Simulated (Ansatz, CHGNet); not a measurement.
**Tetradymite Bi₂Se₃: properties by level of theory**

Reference values: lattice constant a 4.143 Å (measured, temperature not stated, not corrected to a static lattice; as tabulated in Luo et al. (2012), arXiv:1308.1523); lattice parameter c 28.636 Å (measured, temperature not stated, no zero-point or thermal correction; as tabulated in Luo et al. (2012), arXiv:1308.1523).

```json
[
 {"level (code)": "CHGNet 0.3.0", "lattice constant a (Å)": "4.334", "c axis length (Å)": "27.538", "elastic constant C11 (GPa)": "27.0", "elastic constant C44 (GPa)": "3.07", "polycrystal shear modulus (GPa)": "3.41"},
 {"level (code)": "CHGNet-r²SCAN", "lattice constant a (Å)": "4.285", "c axis length (Å)": "27.990", "elastic constant C11 (GPa)": "25.3", "elastic constant C44 (GPa)": "1.57", "polycrystal shear modulus (GPa)": "1.94"},
 {"level (code)": "PBE-D3(BJ) (Ansatz)", "lattice constant a (Å)": "4.143", "c axis length (Å)": "28.476", "elastic constant C11 (GPa)": "86.3", "elastic constant C44 (GPa)": "28.0", "polycrystal shear modulus (GPa)": "23.9"}
]
```

Differences from the reference values (errors of the level alone only where the reference is corrected to a static lattice):

```csv
level,lattice constant a (%),lattice parameter c (%)
CHGNet 0.3.0,+4.61,-3.83
CHGNet-r²SCAN,+3.43,-2.26
PBE-D3(BJ),0.00,-0.56
```

Nearest: lattice constant a, not ranked (reference at room or unstated temperature); lattice parameter c, not ranked (reference at room or unstated temperature). Values with a doubt, or to which a potential was fitted, aren't ranked.

Machine-learned potentials (CHGNet 0.3.0, CHGNet-r²SCAN) are trained on DFT data: a solid inside that data is no test of them.

Caveats: the cell has another shape than the first-principles one, perhaps another minimum in the same group (CHGNet 0.3.0, CHGNet-r²SCAN); the dispersion coefficients are held fixed in the derivatives (PBE-D3(BJ)). Ansatz's density-functional and Hartree–Fock values are scalar-relativistic unless marked +SOC, with PAW data made under PBE.

Differences are worked out from the printed values.

Static lattice: no zero-point or thermal effects.

Ansatz is an electronic-structure program.
